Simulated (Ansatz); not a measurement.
```yaml
crystal:
  periodic: [false, false, false]
  atoms:
    - {symbol: Nb, position_ang: [-2.654399, 0.002547, -0.004502]}
    - {symbol: O, position_ang: [0.553032, 0.000163, 0.002104]}
    - {symbol: H, position_ang: [1.052655, 0.881645, -0.000745]}
    - {symbol: H, position_ang: [1.048711, -0.884355, 0.003142]}
basis:
  gaussian: {orbitals: def2-TZVP}
total_charge: 1
magnetization: {spin_polarized: true, initial_magnetization: 6}
hamiltonian: {xc: pbe0}
relax: {f_tol: 0.004, max_steps: 80}
```

```sh
$ ansatz run in.yaml --threads 1 --pin off --events-out ev --progress --plain --max-ram 2176MiB
```

Steps of the relaxation (energy above the last step; positions in Å, forces in eV/Å):

```
4
step 1, 1384.7 meV
Nb   -2.654    0.003   -0.005   -0.127    0.000    0.000
O     0.553    0.000    0.002   -1.284   -0.013    0.002
H     1.053    0.882   -0.001    0.712    0.246   -0.001
H     1.049   -0.884    0.003    0.699   -0.232    0.000
```

```
4
step 2, 1345.5 meV
Nb   -2.699    0.002   -0.004   -0.092   -0.001    0.000
O     0.546    0.001    0.000   -0.770   -0.004   -0.003
H     1.079    0.874    0.000    0.434    0.031    0.001
H     1.074   -0.876    0.004    0.428   -0.027    0.001
```

```
4
step 3, 1317.7 meV
Nb   -2.829   -0.003    0.003   -0.019   -0.003   -0.003
O     0.531    0.006   -0.051    0.435    0.025    0.074
H     1.162    0.828    0.022   -0.213   -0.020   -0.037
H     1.136   -0.831    0.026   -0.203   -0.002   -0.034
```

```
4
step 4, 1307.2 meV
Nb   -2.893   -0.042   -0.001    0.018   -0.019   -0.001
O     0.568    0.054   -0.022    0.012    0.059    0.006
H     1.250    0.824    0.008    0.018    0.053   -0.004
H     1.075   -0.837    0.015   -0.048   -0.093   -0.001
```

```
4
step 5, 1288.4 meV
Nb   -2.975   -0.136   -0.004    0.097   -0.055    0.001
O     0.622    0.171   -0.001    0.422   -0.163    0.003
H     1.448    0.809   -0.004   -0.275   -0.398    0.002
H     0.905   -0.844    0.009   -0.244    0.616   -0.006
```

```
4
step 6, 1280.7 meV
Nb   -2.968   -0.227   -0.010    0.177   -0.094    0.001
O     0.647    0.283    0.049    1.365   -0.331   -0.164
H     1.609    0.757   -0.029   -1.202   -0.732    0.110
H     0.712   -0.813   -0.010   -0.340    1.157    0.052
```

```
4
step 15, 0.5 meV
Nb   -2.207   -0.730   -0.143    0.003    0.002    0.002
O     0.916    0.601    0.313   -0.104    0.017    0.038
H     1.585    0.129   -0.236    0.103   -0.036   -0.053
H    -0.294   -0.001    0.066   -0.003    0.018    0.014
```

```
4
step 16, 0.3 meV
Nb   -2.212   -0.729   -0.140   -0.002    0.000    0.001
O     0.913    0.594    0.309   -0.097    0.069    0.081
H     1.598    0.137   -0.232    0.081   -0.068   -0.076
H    -0.299   -0.003    0.064    0.018   -0.002   -0.006
```

```
4
step 17, 27.2 meV
Nb   -2.206   -0.731   -0.144   -0.010   -0.003    0.000
O     0.892    0.597    0.317    1.047   -0.597   -0.742
H     1.606    0.125   -0.245   -0.982    0.638    0.763
H    -0.292    0.010    0.072   -0.055   -0.039   -0.021
```

```
4
step 20, 0.0 meV
Nb   -2.211   -0.728   -0.140    0.000    0.000    0.000
O     0.911    0.596    0.311   -0.001    0.000    0.000
H     1.596    0.136   -0.233    0.001    0.000    0.000
H    -0.296   -0.003    0.062    0.000    0.000    0.000
```

Close pairs at the end: O2–H3 0.988 Å, Nb1–H4 2.058 Å.

A stationary point of unrestricted PBE0 after 20 steps, with ⟨S²⟩ = 12.006 against 12.00 for a pure state; no frequencies were run, so it isn't proven a minimum. 5.7 min on 1 thread of Intel Xeon 6975P-C, shared host.
